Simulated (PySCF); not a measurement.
Structure problem from calculated spectra and properties.

Formula: CH5NO.

| Quantity | Value |
| --- | --- |
| 13C NMR | chemical shifts (computed TMS as zero) by class: 42.4 (1 C) ppm [GIAO PBE0/pcSseg-1] |
| Couplings | largest of the computed one-bond spin–spin couplings (means over like bonds): 13C–1H +139.4 (×3), 15N–1H -66.9, 17O–1H -64.9, 17O–15N -6.9, 15N–13C -2.2 Hz [B3LYP/pcJ-1] |
| Rotational structure | rotational constants A, B, C: 40.521, 10.056, 8.874 GHz [PBE0-D3(BJ)/def2-SVP] |
| XPS | C1s 291.6, N1s 406.5, O1s 539.2 eV [ΔSCF SCAN, pcX-2 on the ionised atom, pcseg-1 elsewhere, spin-free X2C] |
| Polarisability | 30.0 au [CAM-B3LYP/def2-SVPD] |
| Valence photoelectron | vertical ionisation energy: 9.71 eV [ΔSCF CAM-B3LYP/def2-SVPD] |

Electronic properties: PySCF, gas phase, density fitting. Levels stand in brackets. One conformer (not necessarily the lowest) at the PBE0-D3(BJ)/def2-SVP geometry, without solvent, vibrations or thermal averaging. Each NMR value is the plain mean over a class of atoms that symmetry, rotation or inversion makes alike.

Task: What is the compound? Reason from the data.

Result: Numbering: `[CH3:1][NH:2][OH:3]`. Its formula, CH5NO, gives 0 degrees of unsaturation, so no ring and no π bond. The one carbon: N-methyl carbon [C1] (42.4 ppm). The couplings run between: +139.4 Hz, N-methyl carbon [C1] and its hydrogen (with 2 like pairs); -66.9 Hz, hydroxylamine nitrogen [N2] and its hydrogen; -64.9 Hz, hydroxyl oxygen [O3] and its hydrogen; -6.9 Hz, hydroxyl oxygen [O3] and hydroxylamine nitrogen [N2]; -2.2 Hz, hydroxylamine nitrogen [N2] and N-methyl carbon [C1]. The core levels belong to: C1s 291.6 eV, N-methyl carbon [C1]; N1s 406.5 eV, hydroxylamine nitrogen [N2]; O1s 539.2 eV, hydroxyl oxygen [O3]. The first electron is taken from the HOMO, whose largest Löwdin shares are 0.57 on the hydroxylamine nitrogen, 0.17 on the hydroxyl oxygen, 0.10 on the N-methyl carbon and 0.05 on a methyl hydrogen. By its constants the optimised geometry is an asymmetric top. Structure: N-methylhydroxylamine, `CNO`. The assignments are read from this structure; whether some other isomer fits the data as well wasn't checked.

The values belong to the conformer `[CH3:1][NH:2][OH:3]`: H–O3–N2–C1 120°.
